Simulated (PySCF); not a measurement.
## How the method moves the bond dissociation enthalpies of thioacetic acid

Structure: `CC(=O)S` (C2H4OS). Coordinates in Å; atoms count from 1 in this order:
```
C    -0.7351   -0.4138    0.0141
C     0.1182    0.8175   -0.1476
O    -0.3091    1.9099   -0.3860
S     1.8965    0.5935    0.0361
H    -1.7874   -0.1275   -0.1091
H    -0.5836   -0.8595    1.0084
H    -0.4641   -1.1680   -0.7399
H     1.8812   -0.7346    0.2774
```

All levels share the PBE0-D3(BJ)/def2-SVP structures and the PBE0-D3(BJ)/def2-SVP thermal terms; only the single-point energies (PySCF) change. Values are bond dissociation enthalpies (298 K, kJ/mol).

```csv
level,C2–S4,C1–C2,S4–H,C1–H,time
HF/def2-TZVP,181,231,260,296,11 s
BHandHLYP/def2-TZVP,270,310,351,392,29 s
PBE0-D3(BJ)/6-31G,275,361,310,392,7.4 s
CAM-B3LYP-D3(BJ)/def2-TZVP,291,327,358,401,38 s
PBE0-D3(BJ)/cc-pVDZ,305,343,346,391,12 s
PBE0-D3(BJ)/aug-cc-pVDZ,305,342,347,389,24 s
PBE0-D3(BJ)/cc-pVTZ,307,337,352,393,39 s
PBE0-D3(BJ)/ma-def2-TZVP,308,335,352,392,38 s
PBE0-D3(BJ)/def2-TZVPD,309,336,353,392,48 s
M06-L/def2-TZVP (grid 3),309,325,351,391,93 s
PBE0-D3(BJ)/def2-TZVP,310,336,352,392,–
PBE0-D3(BJ)/def2-SV(P),311,348,334,387,9.9 s
PBE0-D3(BJ)/def2-SVPD,311,353,353,394,20 s
```

Times are wall times for all single points of a level on 1 thread of Arm Neoverse V1, a shared host; the dash marks the run that also made the structures. M06-L ran on a slower path of this set-up, which computes the density-fitting integrals anew in every SCF cycle while the other levels store them. So the times needn't show the usual order of cost, and those levels read slower than they are.

Hartree-Fock leaves out electron correlation, so its bond energies come out too low, often by 100 kJ/mol or more.

The widest spread is that of C1–C2: 130 kJ/mol, from 231 to 361.

Known limits: radicals beside a multiple bond are drawn in one resonance form, and their spin spreads.
